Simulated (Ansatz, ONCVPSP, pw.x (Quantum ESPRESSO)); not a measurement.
From atom to crystal: ONCV potential for manganese

```json
{
 "Element": "manganese",
 "Generator": "ONCVPSP 4.0.1",
 "Type": "optimised norm-conserving Vanderbilt (ONCV)",
 "Functional": "PBEsol",
 "Relativity": "scalar-relativistic",
 "Frozen core": "[Ne]",
 "Valence charge": "15",
 "Reference configuration": "3s2 3p6 3d5 4s2",
 "Partial waves": "3s+4s: rc 1.30 bohr, ncon 3, nbas 6, qcut 8.1 1/bohr, 2 projectors; 3p: rc 1.45 bohr, ncon 3, nbas 7, qcut 11.7 1/bohr, 1 projector; 3d: rc 2.05 bohr, ncon 3, nbas 8, qcut 7.9 1/bohr, 1 projector",
 "Local potential": "polynomial inside 0.95 bohr (lpopt 1, dvloc0 1 Ha)",
 "Core correction": "Teter function, fcfact 2.25, rcfact 1.55"
}
```

Crystal test: sc Mn in pw.x 7.5, no spin, 14³ k-points, Fermi–Dirac smearing 0.01 Ry, cutoffs 85/340 Ry. The reference is all-electron LAPW (Ansatz 0.2.0) with the same functional, mesh and smearing; V0 and B0 come from Birch–Murnaghan fits to the pressures at five volumes. Errors are pseudo minus all-electron; Δ is the rms difference of the E(V) curves that follow from these fits, minima aligned, over ±6 % about the mean V0. Mesh and smearing are coarse, so the numbers serve the comparison and aren't converged zero-temperature values; the lattice is a test structure that the element need not adopt. Spin polarisation and strong correlation are left out, which matters for this element.

All-electron: a0 = 2.255 Å (V0 = 11.46 Å³/atom), B0 = 232.2 GPa.

Q: How far does the potential miss the all-electron equation of state?

A: mean pressure error (GPa): -7.65; a0 (Å): 2.231; a0 error (%): -1.07; B0 error (%): +9.2; Δ (meV/atom): 19.2. This is a poor potential for the solid.

| V (Å³/atom) | P all-electron (GPa) | P pseudo (GPa) |
| --- | --- | --- |
| 10.873 | 13.75 | 5.48 |
| 11.159 | 6.61 | -1.32 |
| 11.445 | 0.36 | -7.27 |
| 11.731 | -5.11 | -12.46 |
| 12.017 | -9.90 | -16.99 |

Q: At the middle volume, how do free energy and pressure move when the wave cutoff is lowered (ecutrho kept at four times it)?

A:

| cutoff (Ry) | shift of F (meV/atom) | shift of P (GPa) |
| --- | --- | --- |
| 38 | +7229.6 | -407.27 |
| 51 | +943.9 | -65.67 |
| 68 | +61.4 | -6.27 |

Input at the middle volume:

```
&control
  calculation='scf', prefix='x', pseudo_dir='./', outdir='./tmp', tstress=.true., disk_io='none'
/
&system
  ibrav=0, nat=1, ntyp=1, ecutwfc=85, ecutrho=340, nbnd=15,
  occupations='smearing', smearing='fd', degauss=0.01
/
&electrons
  conv_thr=1e-09, mixing_beta=0.4, electron_maxstep=70
/
ATOMIC_SPECIES
Mn 1.0 Mn.UPF
CELL_PARAMETERS angstrom
  2.25357457 0.00000000 0.00000000
  0.00000000 2.25357457 0.00000000
  0.00000000 0.00000000 2.25357457
ATOMIC_POSITIONS crystal
Mn 0.0000 0.0000 0.0000
K_POINTS automatic
14 14 14 0 0 0
```

```bash
pw.x < Mn.scf.in > Mn.scf.out
```

Lines of the output:

```
Message from routine setup:
     using ibrav=0 with symmetry is DISCOURAGED, use correct ibrav instead
     lattice parameter (alat)  =       4.2586  a.u.
     unit-cell volume          =      77.2347 (a.u.)^3
     number of electrons       =        15.00
     number of Kohn-Sham states=           15
     kinetic-energy cutoff     =      85.0000  Ry
     charge density cutoff     =     340.0000  Ry
     scf convergence threshold =      1.0E-09
     Exchange-correlation= PBESOL
     number of k points=   120  Fermi-Dirac smearing, width (Ry)=  0.0100
     iteration #  1     ecut=    85.00 Ry     beta= 0.40
     total energy              =    -205.33353816 Ry
     estimated scf accuracy    <       0.02169358 Ry
     iteration #  2     ecut=    85.00 Ry     beta= 0.40
     total energy              =    -205.33527677 Ry
     estimated scf accuracy    <       0.00341678 Ry
     iteration #  3     ecut=    85.00 Ry     beta= 0.40
     total energy              =    -205.33514395 Ry
     estimated scf accuracy    <       0.00082123 Ry
     iteration #  4     ecut=    85.00 Ry     beta= 0.40
     total energy              =    -205.33516092 Ry
     estimated scf accuracy    <       0.00000139 Ry
     iteration #  5     ecut=    85.00 Ry     beta= 0.40
     total energy              =    -205.33516131 Ry
     estimated scf accuracy    <       0.00000020 Ry
     iteration #  6     ecut=    85.00 Ry     beta= 0.40
     total energy              =    -205.33516133 Ry
     estimated scf accuracy    <       0.00000001 Ry
     iteration #  7     ecut=    85.00 Ry     beta= 0.40
     total energy              =    -205.33516133 Ry
     estimated scf accuracy    <          5.2E-09 Ry
     iteration #  8     ecut=    85.00 Ry     beta= 0.40
     the Fermi energy is    19.4695 ev
!    total energy              =    -205.33516133 Ry
     estimated scf accuracy    <          7.9E-12 Ry
     smearing contrib. (-TS)   =      -0.00732940 Ry
     The total energy is F=E-TS. E is the sum of the following terms:
     one-electron contribution =     -75.14367433 Ry
     hartree contribution      =      46.19949074 Ry
     xc contribution           =     -26.47848567 Ry
     ewald contribution        =    -149.90516267 Ry
     convergence has been achieved in   8 iterations
          total   stress  (Ry/bohr**3)                   (kbar)     P=      -72.66
     Message from routine punch:
     Nothing written, as per user request (disk_io='none')
```

The 8 pw.x runs together took about 83 s on one core of a shared server CPU.
